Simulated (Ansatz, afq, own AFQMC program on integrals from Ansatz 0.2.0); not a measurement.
Atomization energy of GaBN, doublet

```xyz
3

B     0.0000    0.0000   -1.4672
N     0.0000    0.0000   -0.2052
Ga    0.0000    0.0000    1.6724
```

Connectivity, by distances: B–N–Ga.

Atoms in their ground-state spins without spin–orbit coupling (mostly on UHF) minus the molecule (UHF), without zero-point energy. The geometry is a stationary point, not shown to be a minimum.

Basis cc-pVDZ. Only valence electrons are correlated. Integrals, coupled cluster, full CI and functionals: Ansatz 0.2.0; the random walks run on the same integrals in our own AFQMC program. ph-AFQMC/CISD is guided by a CISD state made of CCSD amplitudes; releasing the constraint for a short imaginary time cuts its bias at the price of noise, slowly where states lie close. Free projection: walkers drawn from exp(T), propagated without any constraint. Its projection time is finite, and what remains of the start isn't in its error. Error bars are statistical, one sigma. No spin–orbit coupling. The errors of all members are added in quadrature.

No full CI on the walks' own integrals is used here; CCSDT(Q) serves as the reference and is uncertain by about the last step of the cluster series. Each member takes its own surest rung, up to full CI.

The best estimate is CCSD(T) at the basis-set limit (CBS: def2-TZVPP and def2-QZVPP, with their diffuse functions for anions and beside diffuse sets, MP2 extrapolated, CCSD(T) minus MP2 from TZVPP) plus the step from CCSD(T) to CCSDT(Q) in cc-pVDZ. Rows without CBS are in cc-pVDZ; B2PLYP and the wave-function rows carry a basis error of their own. Core correlation and relativity beyond core potentials are missing, and ± holds the sampling alone.

Cautions: inner d shell frozen; no relativity below Rb; no spin-orbit coupling; GaBN (doublet): unrestricted determinant slightly spin contaminated (⟨S²⟩ 0.83 against 0.75), its ph-AFQMC/CISD value lies 65 ± 21 meV above CCSDT(Q).

Best estimate: 9.681 eV.

```tsv
level	atomization energy (eV)	error against the best estimate (eV)
HF	5.867	-3.814
MP2	9.083	-0.598
CCSD	8.156	-1.525
CCSD(T)	8.440	-1.241
ph-AFQMC/CISD	8.425 ± 0.021	-1.255 ± 0.021
released AFQMC	8.480 ± 0.039	-1.201 ± 0.039
free AFQMC	8.451 ± 0.032	-1.230 ± 0.032
HF/CBS	6.207	-3.474
MP2/CBS	10.251	0.570
CCSD(T)/CBS	9.635	-0.046
surest rungs in cc-pVDZ	8.486	-1.195
```

Correlation beyond CCSD(T) adds 0.046 eV. Going to the basis-set limit adds 1.195 eV at CCSD(T). The perturbative (T) step is worth +0.284 eV.

Best estimates are given only where the step beyond CCSD(T) is under 0.3 eV and no member's determinant is very poor (T1 over 0.05, or 0.07 for open shells, ⟨S²⟩ too high by 0.3, two states mixed), so the hardest cases are missing from such tables.

Free projections are given only where their last times agree within the noise and don't stop above the reference; a slow remainder of the start can still hide under it. Each member of a difference takes its own highest rung, so a best estimate needn't equal the limit plus the step of one row. A walk keeps the symmetry of its determinant, which the program's search chose and which needn't be the lowest solution, so a lower state of the same spin and another symmetry isn't excluded. Released energies are given only where the last usable release times agree within the noise; a slower fall can still hide under it.
